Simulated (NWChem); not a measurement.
Molecule: benzene (C$_{6}$H$_{6}$); SMILES c1ccccc1

All runs: NWChem. Pople sets run with spherical d functions. The geometry was optimised at B3LYP/6-31G* (spherical d). Gas-phase geometry, NWChem's default radii.

COSMO at PBE0/6-31G* gives an electrostatic solvation energy of -1.54 kcal/mol for ε = 2.0. Its surface charges are scaled by f = (ε − 1)/ε.

**Question.** Estimate the value for ε = 46.7 from the scaling alone and compare it with a run.

**Answer.** 
1. f = 0.5000 and 0.9786; their ratio is 1.957.
2. With a rigid solute density the energy is proportional to f: -1.54 × 1.957 = -3.01 kcal/mol.
3. The run gives -3.21 kcal/mol, 0.20 lower; the difference is the response of the solute's density to the stronger field.
